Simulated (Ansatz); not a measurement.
**CHP₂ (sextet): the correlation ladder, cc-pVDZ**

The task here is to estimate one member of a computed series from the others.

The runs use Ansatz 0.2.0, Gaussian basis; cc-pVDZ, core rule «outside noble gas», up to 11 orbitals frozen.

To be run: UHF; CCSD(T) on ROHF; CCSD(T) on UHF; BCCD(T) on ROHF; CISD as a restricted active space (open shells left free, so some higher excitations enter); CCSDT(Q) on ROHF; CCSDT(Q) on UHF; CASSCF and MRCISD+Q, 11 electrons in 11 orbitals; CASSCF and NEVPT2, 11 electrons in 11 orbitals.

21 further runs of the same task are left out: 4 that didn't finish, 17 set aside as unsound or not needed. Runs told in other sessions of the task aren't counted.

## The system

The geometry is a PBE0/def2-TZVP stationary point (not a proven minimum) of the parent state, kept for this charge and spin.

4 atoms, charge 0, spin multiplicity 6.

Atoms are counted from 1 here; the program's logs count them from 0.

Bond lengths: P1–C2 1.714 Å, C2–P3 1.714 Å, C2–H4 1.097 Å. Angles: P1–C2–P3 129.1°, P1–C2–H4 115.4°, P3–C2–H4 115.4°.

As a file:

```xyz
4
charge 0, multiplicity 6
P     0.0000   -0.1426    1.5476
C     0.0000    0.5938    0.0000
P     0.0000   -0.1426   -1.5476
H     0.0000    1.6910    0.0000
```

Set-up of the first run:

The input, in.yaml:

```yaml
crystal:
  periodic: [false, false, false]
  atoms:
    - {symbol: P, position_ang: [0.000000, -0.142639, 1.547609]}
    - {symbol: C, position_ang: [0.000000, 0.593780, 0.000000]}
    - {symbol: P, position_ang: [0.000000, -0.142639, -1.547609]}
    - {symbol: H, position_ang: [0.000000, 1.691006, 0.000000]}
basis:
  gaussian: {orbitals: cc-pVDZ}
magnetization: {spin_polarized: true, initial_magnetization: 5}
hamiltonian: {xc: hf}
output: {orbitals: {seedname: orbitals}}
```

Started as:

```bash
$ ansatz run in.yaml --threads 1 --pin off --events-out ev --progress --plain --max-ram 2393MiB
```

Among the steps run: UHF; CCSD(T) on ROHF; CCSD(T) on UHF; BCCD(T) on ROHF; CISD as a restricted active space (open shells left free, so some higher excitations enter); CCSDT(Q) on ROHF; CCSDT(Q) on UHF; CASSCF and MRCISD+Q, 11 electrons in 11 orbitals; CASSCF and NEVPT2, 11 electrons in 11 orbitals.

One table of the session follows, with a row left open; its other results are not shown here.

```
          method  from UCCSDT(Q) (meV)
            ROHF               +8753.0
             UHF               +8335.1
            RMP2               +1462.7
            UMP2               +1553.2
            CISD               +1092.5
           RCCSD                +276.1
           UCCSD                +268.2
        RCCSD(T)                 +49.6
        UCCSD(T)                 +48.8
         BCCD(T)                 +48.6
          RCCSDT                 +16.0
          UCCSDT                     ?
       RCCSDT(Q)                  +1.1
       UCCSDT(Q)                     0
  CASSCF valence               +7149.7
  NEVPT2 valence               +1575.5
  MRCISD valence                +804.7
MRCISD+Q valence                 +55.4
```

Estimate the missing values for UCCSDT.

**Answer.** from UCCSDT(Q) (meV): +14.6. In the column «from UCCSDT(Q) (meV)» it lies between RCCSDT(Q) (+1.1) and RCCSDT (+16.0).

Limits of these values: Restricted and unrestricted rows rest on different reference determinants; a gap between their highest levels can come from leftover correlation error, from unlike frozen cores or from another state.
